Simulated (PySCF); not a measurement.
Protons, H atoms and electrons added to or taken from C=C=C. Isolated molecules, 0 K electronic values unless said otherwise. Strings in code marks are SMILES.

The adiabatic ionisation energy (no zero-point term) from two functionals at the same geometries (B3LYP-D3(BJ)/def2-TZVP), both in PySCF: PBE-D3(BJ)/def2-TZVP and B3LYP-D3(BJ)/def2-TZVP. B3LYP has the VWN-RPA correlation part, as in Gaussian. 

```
species                                                   PBE-D3(BJ)/def2-TZVP (eV)
--------------------------------------------------------  -------------------------
neutral parent (`C=C=C`)                                                       9.43
proton added at C1 (`C=[C+]C` (not the most basic site))                      17.17
proton added at C2 (`C=C[CH2+]`)                                              17.72
```

What does B3LYP-D3(BJ)/def2-TZVP give for each?


- neutral parent (`C=C=C`): 9.51
- proton added at C1 (`C=[C+]C` (not the most basic site)): 17.37
- proton added at C2 (`C=C[CH2+]`): 17.77
Over these rows, drawn at random from the members with no instability flagged (it was tested for open shells, ions and some series alone), PBE minus B3LYP-D3(BJ): mean -0.11 eV, from -0.20 eV to -0.05 eV.
